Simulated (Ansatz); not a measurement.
**CH₃F (SMILES CF): single points off equilibrium**

An exercise on one series of results from a longer session: the logs are not shown, and one member is left open.

Computed with Ansatz 0.2.0, Gaussian basis. Level: single points in def2-TZVPP.

Cores are frozen in the correlated methods.

## The starting structure

SMILES `CF`, 5 atoms, charge 0, spin multiplicity 1.

Atoms are counted from 1 here; the program's logs count them from 0.

Bond lengths: C1–F2 1.290 Å, C1–H3 1.073 Å, C1–H4 1.010 Å, C1–H5 1.032 Å. Angles: F2–C1–H3 96.0°, F2–C1–H4 103.6°, F2–C1–H5 102.0°, H3–C1–H4 112.7°, H3–C1–H5 118.7°, H4–C1–H5 118.7°.

Geometry (Å):

```
C    -0.09980    0.07980    0.00890
F     0.96510   -0.61410   -0.21140
H    -0.79220   -0.72650   -0.13750
H    -0.11020    0.74580   -0.75060
H     0.06410    0.42430    0.96780
```

The first run:

Contents of run/in.yaml:

```yaml
crystal:
  periodic: [false, false, false]
  atoms:
    - {symbol: C, position_ang: [-0.099800, 0.079800, 0.008900]}
    - {symbol: F, position_ang: [0.965100, -0.614100, -0.211400]}
    - {symbol: H, position_ang: [-0.792200, -0.726500, -0.137500]}
    - {symbol: H, position_ang: [-0.110200, 0.745800, -0.750600]}
    - {symbol: H, position_ang: [0.064100, 0.424300, 0.967800]}
basis:
  gaussian: {orbitals: def2-TZVPP}
correlation: {method: ccsd_t}
output: {forces: true}
```

The command line of these runs was not kept.

Among the steps run: CCSD(T)/def2-TZVPP; PBE0-D4/def2-TZVPP; wB97M-V/def2-TZVPP; r2SCAN-D4/def2-TZVPP; PBE-D4/def2-TZVPP; SPW92/def2-TZVPP; HSE06-D4/def2-TZVPP.

One of the session's tables, all rows but one given; the rest of the session is left out.

| method | RMS force component (eV/Å) | angle to CCSD(T) forces (°) | dipole (D) |
| --- | --- | --- | --- |
| CCSD(T) | 2.382 | reference | 1.40 |
| PBE0-D4 | 2.315 | 2.5 | 1.35 |
| wB97M-V | 2.360 | 0.7 | 1.37 |
| r2SCAN-D4 | ? | ? | ? |
| PBE-D4 | 2.494 | 3.3 | 1.27 |
| SPW92 | 2.317 | 6.4 | 1.30 |
| HSE06-D4 | 2.314 | 2.5 | 1.35 |

Estimate the missing values for r2SCAN-D4.

**Answer.** RMS force component (eV/Å): 2.393; angle to CCSD(T) forces (°): 0.8; dipole (D): 1.32. In the column «RMS force component (eV/Å)» it lies between CCSD(T) (2.382) and PBE-D4 (2.494).
